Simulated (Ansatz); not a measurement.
## CH4O2 (methanediol): the vertical ionisation energy from total energies

The species is CH4O2 (7 atoms), meant as a singlet with charge 0. SMILES: `OCO`. Geometry: relaxed at PBE0-D4/def2-TZVP. This is one conformer, not always the lowest.

```jsonl
{"atom": "O", "x (Å)": "-1.0369", "y (Å)": "0.5567", "z (Å)": "0.3166"}
{"atom": "C", "x (Å)": "-0.0873", "y (Å)": "-0.3971", "z (Å)": "-0.0556"}
{"atom": "O", "x (Å)": "1.1905", "y (Å)": "0.1420", "z (Å)": "-0.2188"}
{"atom": "H", "x (Å)": "-1.0917", "y (Å)": "1.2102", "z (Å)": "-0.3875"}
{"atom": "H", "x (Å)": "-0.3284", "y (Å)": "-0.8623", "z (Å)": "-1.0170"}
{"atom": "H", "x (Å)": "-0.1150", "y (Å)": "-1.1546", "z (Å)": "0.7346"}
{"atom": "H", "x (Å)": "1.4688", "y (Å)": "0.5051", "z (Å)": "0.6277"}
```

Both states at this one shape; open shells run unrestricted unless said. 1 Eh = 27.2114 eV.

```
                             level  program  singlet CH4O2 (Eh)  doublet [CH4O2]+ (Eh)  HOMO of the first (eV)
                         HF/STO-3G   Ansatz         -187.384701            -187.102772                   -9.93
B3LYP/6-31G* (spherical functions)   Ansatz         -190.932454            -190.539703                   -7.56
```

Question: Work out the vertical ionisation energy at each level.

Answer: 
1. HF/STO-3G: -187.102772 − (-187.384701) = 0.281929 Eh = 7.67 eV; −ε(HOMO) = 9.93 eV.
2. B3LYP/6-31G* (spherical functions): -190.539703 − (-190.932454) = 0.392751 Eh = 10.69 eV; −ε(HOMO) = 7.56 eV.

No measured value is set beside it here; the levels span 7.67 to 10.69 eV. In Hartree–Fock, −ε(HOMO) (Koopmans) exceeds the difference of totals by the orbital relaxation of the ion. Hartree–Fock favours the state with fewer electron pairs, since it lacks pair correlation. Minimal sets are far from the basis-set limit.
